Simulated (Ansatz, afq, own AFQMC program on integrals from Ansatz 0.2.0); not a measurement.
**GeH, quartet: AFQMC among the cluster methods**

```xyz
2

Ge    0.0000    0.0000    0.0000
H     0.0000    0.0000    1.4480
```

Basis cc-pVTZ. Noble-gas cores (and the filled d shells of Ga–Kr and In–Xe) are frozen. AFQMC by an in-house program on the Cholesky factors that Ansatz 0.2.0 writes for its CCSD(T) run. ph-AFQMC/CISD is guided by a CISD state made of CCSD amplitudes; releasing the constraint for a short imaginary time cuts its bias at the price of noise, slowly where states lie close. ± is one standard error of the sampling. No spin–orbit coupling.

Determinant: UHF, the one that the program's search chose, which needn't be the lowest solution. The geometry is a point of a scan.

Full CI on the same integrals is exact in this basis and with this determinant's frozen core.

Cautions: no relativity below Rb; no spin-orbit coupling; inner d shell frozen; lower spins were not checked.

The T1 diagnostic is 0.0258, the weight of the determinant in the CISD state is 0.944 and the ⟨S²⟩ of the determinant is 3.754. The size of the correlated space is 5 electrons in 43 orbitals.

```tsv
level	correlation energy (eV)
MP2	-1.5857
CCSD	-2.0036
CCSD(T)	-2.0658
```

Q: Estimate where phaseless AFQMC with a CISD trial lies against CCSD(T) on the same integrals.

A: 1.5 ± 0.09 kJ/mol below CCSD(T).

Reference: full CI, correlation energy -2.083 eV. The released energy is read at 2.40 1/Eh (meV from the phaseless value at times in 1/Eh: -1.1 ± 1.1 at 0.24, -1.2 ± 0.7 at 0.51, -1.4 ± 0.6 at 0.99, -1.6 ± 0.7 at 1.62, -2.7 ± 0.6 at 2.40).

| level | E − E(reference) (kJ/mol) | share of correlation (%) |
| --- | --- | --- |
| CCSD(T) | 1.7 | 99.18 |
| CCSDT | 0.1 | 99.93 |
| CCSDT(Q) | 0.0 | 99.99 |
| CCSDTQ | 0.0 | 100.00 |
| ph-AFQMC/CISD | 0.2 ± 0.09 | 99.91 |
| released AFQMC | -0.1 ± 0.06 | 100.04 |

CCSDT and higher add their correlation energy to the determinant of the CCSD(T) run, since their own runs factorise the integrals more tightly (a shift of under 2 meV). A walk keeps the symmetry of its determinant, which the program's search chose and which needn't be the lowest solution, so a lower state of the same spin and another symmetry isn't excluded. Released energies are given only where the last usable release times agree within the noise; a slower fall can still hide under it.
